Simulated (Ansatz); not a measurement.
# BeH3N: the cost of one run

Method: def2-QZVPP, core rule «outside noble gas», up to 2 orbitals frozen; program: Ansatz 0.2.0, Gaussian basis.

The runs, in order: UHF; ROHF; CCSD(T) on UHF.

2 further runs of the same task are left out: 2 set aside as unsound or not needed.

**1. What is computed**

The geometry is a PBE0/def2-TZVP stationary point (not a proven minimum) of the parent state, kept for this charge and spin.

5 atoms, charge 1, spin multiplicity 2.

Atoms are counted from 1 here; the program's logs count them from 0.

Bond lengths: N1–Be2 1.500 Å, N1–H3 1.007 Å, N1–H4 1.007 Å, Be2–H5 1.338 Å. Angles: Be2–N1–H3 125.2°, Be2–N1–H4 125.2°, H3–N1–H4 109.7°, N1–Be2–H5 180.0°.

**2. UHF**

in.yaml reads:

```yaml
crystal:
  periodic: [false, false, false]
  atoms:
    - {symbol: N, position_ang: [0.000000, 0.000000, 0.583987]}
    - {symbol: Be, position_ang: [0.000000, 0.000000, -0.915893]}
    - {symbol: H, position_ang: [0.000000, 0.823106, 1.164026]}
    - {symbol: H, position_ang: [0.000000, -0.823106, 1.164026]}
    - {symbol: H, position_ang: [0.000000, 0.000000, -2.254168]}
basis:
  gaussian: {orbitals: "def2-QZVPP.json"}
total_charge: 1
magnetization: {spin_polarized: true, initial_magnetization: 1}
hamiltonian: {xc: hf}
output: {orbitals: {seedname: orbitals}}
```

The run is started by

```sh
$ ansatz run in.yaml --threads 1 --pin off --events-out ev --progress --plain --max-ram 2393MiB
```

**Question.** How long does this run take on 1 thread of Arm Neoverse V1, shared host, and how much memory does it need?

About 5.5 s, with a peak of 0.25 GiB.
